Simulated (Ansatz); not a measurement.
`CC[SiH]` + CH₃OH → `CO[SiH]` + `CC` at 600 K and 1 bar (ligand exchange at the Si–C bond).

Calculated with Ansatz (gas phase, PBE0-D4/def2-TZVP geometries, no zero-point term in ΔE). CCSD(T)/CBS is the MP2 limit (def2-TZVPP, def2-QZVPP) plus CCSD(T) − MP2 in def2-TZVPP, frozen cores. This one scheme is used for every species.

| species | CCSD(T)/CBS energy (Eh) | H − E (kJ/mol) | S (J/(mol·K)) |
| --- | --- | --- | --- |
| `CC[SiH]` | -368.72354 | 231.4 | 358.5 |
| CH₃OH | -115.61712 | 163.6 | 277.3 |
| `CO[SiH]` | -404.67988 | 167.6 | 334.2 |
| `CC` | -79.71954 | 228.8 | 274.9 |

H − E and S are ideal-gas, rigid-rotor, harmonic terms from PBE0-D4/def2-TZVP, for one conformer and one mirror image of each species. 1 Eh = 2625.50 kJ/mol, R = 8.31446 J/(mol·K).

Q: By hand: ΔE, ΔH, ΔS and ΔG.

A: ΔE = (-404.67988) + (-79.71954) − (-368.72354) − (-115.61712) = -0.05876 Eh = -154.3 kJ/mol. Δ(H − E) = 167.6 + 228.8 − 231.4 − 163.6 = 1.4, so ΔH = -152.9 kJ/mol. ΔS = 334.2 + 274.9 − 358.5 − 277.3 = -26.7 J/(mol·K). ΔG = -152.9 − 600 × (-26.7)/1000 = -136.9 kJ/mol.

Q: By hand: the equilibrium constant, and the temperature at which ΔG would vanish if ΔH and ΔS stayed fixed.

A: log₁₀ K = −ΔG/(RT ln 10) = 11.9. ΔG = 0 at ΔH/ΔS = 5727 K, far beyond where these terms or the molecules hold.

ΔH outweighs TΔS. A doubt of 5 kJ/mol in ΔE shifts log₁₀ K by 0.4 here. Other conformers and mirror images would add mixing entropy, several J/(mol·K) or more a flexible species. These are equilibria of isolated gas molecules and say nothing of rates. Largest T1 diagnostic: 0.015 (customary marks: 0.02 for closed shells, 0.045 for open ones).
